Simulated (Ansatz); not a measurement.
## Strength of the C–C bond: C3H6F → C2H4 + CH2F

Species: C3H6F `[CH2]CCF`, doublet; C2H4 (ethylene) `C=C`, singlet; CH2F `[CH2]F`, doublet. 

Shapes, held fixed at every level: PBE0-D4/def2-TZVP. Flexible molecules stand in one conformer, not always the lowest. Programs: Ansatz 0.2.0. The zero-point and thermal change to 298 K, harmonic and unscaled (PBE0-D4/def2-TZVP), is -11.1 kJ/mol.

```json
{"level": "MP2/def2-SVP", "kind": "perturbation theory", "ΔH(298 K) (kJ/mol)": "+121.2", "less CCSD(T)/CBS estimate": "+12.9"}
{"level": "MP2/def2-TZVPP", "kind": "perturbation theory", "ΔH(298 K) (kJ/mol)": "+114.2", "less CCSD(T)/CBS estimate": "+5.9"}
{"level": "r2SCAN-D4/def2-TZVPP", "kind": "meta-GGA", "ΔH(298 K) (kJ/mol)": "+118.3", "less CCSD(T)/CBS estimate": "+10.0"}
{"level": "PBE0-D4/def2-TZVPP", "kind": "global hybrid", "ΔH(298 K) (kJ/mol)": "+124.1", "less CCSD(T)/CBS estimate": "+15.8"}
{"level": "wB97X-V/def2-TZVPP", "kind": "range-separated hybrid", "ΔH(298 K) (kJ/mol)": "+119.5", "less CCSD(T)/CBS estimate": "+11.2"}
{"level": "CCSD/def2-SVP", "kind": "coupled cluster or CI", "ΔH(298 K) (kJ/mol)": "+114.1", "less CCSD(T)/CBS estimate": "+5.8"}
{"level": "CCSD/def2-TZVPP", "kind": "coupled cluster or CI", "ΔH(298 K) (kJ/mol)": "+107.9", "less CCSD(T)/CBS estimate": "-0.4"}
{"level": "CCSD(T)/CBS estimate", "kind": "coupled cluster or CI", "ΔH(298 K) (kJ/mol)": "+108.3", "less CCSD(T)/CBS estimate": "0.0"}
```

The highest level, CCSD(T)/CBS estimate, gives ΔH(298 K) = +108.3 kJ/mol; the levels span +107.9 to +124.1. A fragment pairs its electrons up again, so this isn't a typical strength of such a bond. The column of differences is taken from that level and isn't an error. No measured value is set beside it here. Open shells run unrestricted. The CBS estimate extrapolates MP2 from def2-TZVPP and def2-QZVPP and adds CCSD(T) − MP2 in the triple-zeta set, cores frozen.
